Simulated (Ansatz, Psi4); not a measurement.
**HOF (hypofluorous acid): a line through the functionals**

HOF: 3 atoms, total charge 0, spin state singlet. As SMILES, `OF`. Geometry: relaxed at PBE0-D4/def2-TZVP.

The HOMO–LUMO gap y, in eV, basis aug-cc-pVTZ; a is the functional's share of exact exchange. Programs: Ansatz 0.2.0, Psi4 1.11.

| functional | program | a | y (eV) |
| --- | --- | --- | --- |
| BLYP | Psi4 | 0 | 4.36 |
| PBE | Ansatz | 0 | 4.34 |
| B3LYP | Psi4 | 0.2 | ? |
| r2SCAN0 | Ansatz | 0.25 | 8.66 |
| PBE0 | Psi4 | 0.25 | 8.06 |
| BHLYP | Psi4 | 0.5 | 11.23 |

**Question.** Fit y = c + s·a to the known rows and predict B3LYP.

**Answer.** 
1. Means of the 5 rows: a = 0.2000, y = 7.330.
2. Σ(Δa)² = 0.175, Σ(Δa·Δy) = 2.465, so the slope is 2.465/0.175 = 14.086.
3. Intercept: 7.330 − (14.086) × 0.2000 = 4.513. The largest residual of the fit is 0.63.
4. B3LYP: 4.513 + (14.086) × 0.2 = 7.33 eV.

The run gave 7.32 eV, so the prediction is off by +0.01 eV, within the largest residual. Exact exchange lowers occupied levels and raises empty ones.
